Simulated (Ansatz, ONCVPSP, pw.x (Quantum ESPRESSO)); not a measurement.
# Si (Z = 14): one change to the ONCV potential, in the atom and in the diamond crystal

ONCVPSP 4.0.1.1 (patched build) input, shortened (lines: element, Z, core and valence counts, functional; n l f; lmax; l rc ep ncon nbas qcut; lloc lpopt rc5 dvloc0; l nproj debl; icmod fcfact rcfact), PBE, scalar-relativistic:

```
  Si 14.00    3    2        4      upf
    1    0    2.00
    2    0    2.00
    2    1    6.00
    3    0    2.00
    3    1    2.00
    2
    0    1.80    0.00    4    7    4.40
    1    1.85    0.00    5    9    4.40
    2    1.80    0.11    4    8    5.00
    4    5    1.60    0.00
    0    1    3.40
    1    2    1.70
    2    2    1.30
    3    3.00    1.60
```

Change: core correction Teter function, fcfact 5, rcfact 1.6.

Cutoffs, loose and tight: the cutoffs (Ha) at which the residual kinetic energy of the hardest occupied pseudo-wave falls to 1 and 0.1 mHa per electron. They do not see the model core or the augmentation charge, which bear on the density cutoff. Test errors are all-electron minus pseudo excitation energies from the reference, over the configurations 3s2 3p1; 3s2 3p0; 3s1 3p0; 3s2 3p1.5; variants that change the core or the reference have their own tests.

Crystal test: diamond Si in pw.x 7.5, no spin, 8³ k-points, Fermi–Dirac smearing 0.01 Ry, cutoffs set for each file from its atomic test. The reference is all-electron LAPW (Ansatz 0.2.0) with the same functional, mesh and smearing; V0 and B0 come from Birch–Murnaghan fits to the pressures at five volumes. Errors are pseudo minus all-electron; Δ is the rms difference of the E(V) curves that follow from these fits, minima aligned, over ±6 % about the mean V0. Mesh and smearing are coarse, so the numbers serve the comparison and aren't converged zero-temperature values; the lattice is a test structure that the element need not adopt.

All-electron: a0 = 5.469 Å (V0 = 20.45 Å³/atom), B0 = 88.5 GPa.

Task: Does the change bring the crystal closer to the all-electron result?

Result: The mean pressure error goes from -0.39 to -0.80 GPa, so the change moves the solid further from the all-electron pressures.

| quantity | base | changed |
| --- | --- | --- |
| outcome (atom) | generated | generated |
| cutoff, loose (atom) | 7.8 Ha | 7.8 Ha |
| cutoff, tight (atom) | 11 Ha | 11 Ha |
| bound ghosts (atom) | none | none |
| largest test error (meV) (atom) | -58 | -133 |
| cutoffs in pw.x (Ry) | 50/200 | 50/200 |
| a0 (Å) | 5.461 | 5.453 |
| a0 error (%) | -0.14 | -0.30 |
| B0 error (%) | +2.1 | +3.7 |
| Δ (meV/atom) | 1.7 | 3.6 |
| mean pressure error (GPa) | -0.39 | -0.80 |

Base: The cutoffs count occupied waves only; projector 2 of the p channel, the hardest unoccupied one, needs 57 Ha at the loose tolerance. Changed file: The cutoffs count occupied waves only; projector 2 of the p channel, the hardest unoccupied one, needs 57 Ha at the loose tolerance.
